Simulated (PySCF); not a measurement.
Species: hydrogen cyanide, HCN.
Structure used (B3LYP/def2-TZVP), in Å, numbered top down from 1:
```xyz
3
HCN angstrom
C     -0.0253   -0.0017   -0.0047
N      1.1206    0.0202   -0.0117
H     -1.0919   -0.0220    0.0018
```

Method: B3LYP/def2-TZVP geometry optimisation, gas phase in PySCF 2.14.0.

Masses are those of the commonest isotopes; rigid-rotor values at the optimised geometry. 

(1) What are the moment of inertia and the rotational constant?

(2) List the first levels of a rigid rotor in a Σ state.

(3) Where do the first rotational lines fall?

Results:

(1) I = 11.240 u·Å², B = 505379 MHz·u·Å²/I = 44962 MHz (1.4998 cm⁻¹, or 2.158 K as hB/k).

(2) E(J) = BJ(J+1): J = 1: 3.000, J = 2: 8.999, J = 3: 17.997, J = 4: 29.995, J = 5: 44.993, J = 6: 62.991 cm⁻¹.

(3) The dipole is 3.03 D; J+1 ← J lies at 2B(J+1): 1 ← 0 at 89.92 GHz, 2 ← 1 at 179.85 GHz, 3 ← 2 at 269.77 GHz, 4 ← 3 at 359.70 GHz, 5 ← 4 at 449.62 GHz, 6 ← 5 at 539.55 GHz.

No frequency check. Zero-point vibration and centrifugal distortion are left out.
